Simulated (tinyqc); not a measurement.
Worked calculation: Hueckel theory of the pi electrons, for the molecule c1ccsc1 (SMILES; centres numbered as the heavy atoms are written). One step of it, computed by the program tinyqc.

Problem. Orbitals. Diagonalise; E = alpha + x beta with beta < 0, so the largest x are filled first; degenerate levels share their electrons. P = sum n_i c_ri c_si; each orbital has its largest coefficient positive (the first on a tie).

Hueckel matrix in units of beta (H = alpha + beta A), order 1C, 2C, 3C, 4S, 5C:
$$\begin{pmatrix}
0.000000 & 1.000000 & 0.000000 & 0.000000 & 1.000000 \\
1.000000 & 0.000000 & 1.000000 & 0.000000 & 0.000000 \\
0.000000 & 1.000000 & 0.000000 & 0.650000 & 0.000000 \\
0.000000 & 0.000000 & 0.650000 & 1.000000 & 0.650000 \\
1.000000 & 0.000000 & 0.000000 & 0.650000 & 0.000000
\end{pmatrix}$$

pi electrons, sum of z_r less the charge = 6

Give: x values; occupations; coefficients; charge and bond-order matrix P.

Solution.

x values: [1.947, 1.000, 0.618, -0.947, -1.618]

occupations: [2.000, 2.000, 2.000, 0.000, 0.000]

coefficients, order 1C, 2C, 3C, 4S, 5C:
$$\begin{pmatrix}
0.427 & -0.479 & -0.372 & -0.298 & 0.602 \\
0.427 & -0.479 & 0.372 & -0.298 & -0.602 \\
0.405 & 0.000 & 0.602 & 0.580 & 0.372 \\
0.555 & 0.736 & 0.000 & -0.387 & 0.000 \\
0.405 & 0.000 & -0.602 & 0.580 & -0.372
\end{pmatrix}$$

charge and bond-order matrix P, order 1C, 2C, 3C, 4S, 5C:
$$\begin{pmatrix}
1.099 & 0.546 & -0.102 & -0.231 & 0.793 \\
0.546 & 1.099 & 0.793 & -0.231 & -0.102 \\
-0.102 & 0.793 & 1.051 & 0.449 & -0.396 \\
-0.231 & -0.231 & 0.449 & 1.700 & 0.449 \\
0.793 & -0.102 & -0.396 & 0.449 & 1.051
\end{pmatrix}$$
